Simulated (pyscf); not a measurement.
## Hydrogen abstraction: `[NH2][SiH2][NH2]` + `[H]` [doublet] → `[NH2][SiH][NH2]` [doublet] + `[H][H]`

Gas phase, doublet surface, charge 0. Bonds broken: Si1–H4. Bonds formed: H4–H5. Structures and frequencies: ωB97X-D3(BJ)/def2-SVP in PySCF.

Transition state (Å):

```xyz
10

Si    -0.9211    -0.1081     0.4293
N     -2.3698    -1.0302     0.5612
N     -1.0605     1.2891     1.4286
H     -0.8251     0.0951    -1.1590
H     -0.8963     0.1242    -2.3393
H     -2.7294    -1.3542     1.4523
H     -2.7099    -1.5829    -0.2169
H     -1.8596     1.9097     1.3560
H     -0.2375     1.7662     1.7791
H      0.3693    -0.7437     0.8500
```

One imaginary mode, 802i cm⁻¹; descent along it reached the two sides named.

```csv
bond,change,reactant side (Å),saddle,product side
Si1–H4,breaks,1.499,1.604,3.2
H4–H5,forms,3.5,1.183,0.761
```

Electronic energies relative to the separated reactants (kcal/mol):

```json
[
 {"level": "ωB97X-D3(BJ)/def2-TZVP", "barrier": "4.0", "reaction energy": "-9.8", "reverse barrier": "13.8"},
 {"level": "PBE/def2-TZVP", "barrier": "-1.1", "reaction energy": "-13.7", "reverse barrier": "12.6"},
 {"level": "r²SCAN/def2-TZVP", "barrier": "-1.8", "reaction energy": "-14.3", "reverse barrier": "12.5"},
 {"level": "B3LYP-D3(BJ)/def2-TZVP", "barrier": "-0.7", "reaction energy": "-14.1", "reverse barrier": "13.3"},
 {"level": "PBE0-D3(BJ)/def2-TZVP", "barrier": "1.0", "reaction energy": "-11.3", "reverse barrier": "12.3"},
 {"level": "M06-2X/def2-TZVP", "barrier": "4.9", "reaction energy": "-12.4", "reverse barrier": "17.3"},
 {"level": "ωB97M-D3(BJ)/def2-TZVP", "barrier": "4.2", "reaction energy": "-9.5", "reverse barrier": "13.7"},
 {"level": "HF/def2-TZVP", "barrier": "13.7", "reaction energy": "-4.2", "reverse barrier": "17.8"}
]
```

With ωB97M-D3(BJ)/def2-TZVP energies and thermal terms (ideal gas, 1 atm, RRHO with modes under 100 cm⁻¹ raised to 100, one conformer, R ln 2 for chiral ones without a mode under 150 cm⁻¹), in kcal/mol:

```tsv
T (K)	ΔH‡	ΔG‡	ΔH	ΔG
298	2.6	8.8	-8.8	-10.9
600	2.4	15.2	-8.8	-13.0
900	2.3	21.6	-9.2	-15.0
1200	2.2	28.1	-9.8	-16.8
```

At PBE, r²SCAN, B3LYP-D3(BJ) this geometry lies under the reactants; that is no barrier but a single point on another level's saddle; such a level's own saddle, if it has one, lies nearer that side and is low. This is the saddle that the search found; another between the same sides may lie lower. The angle at the transferred H is 171°.
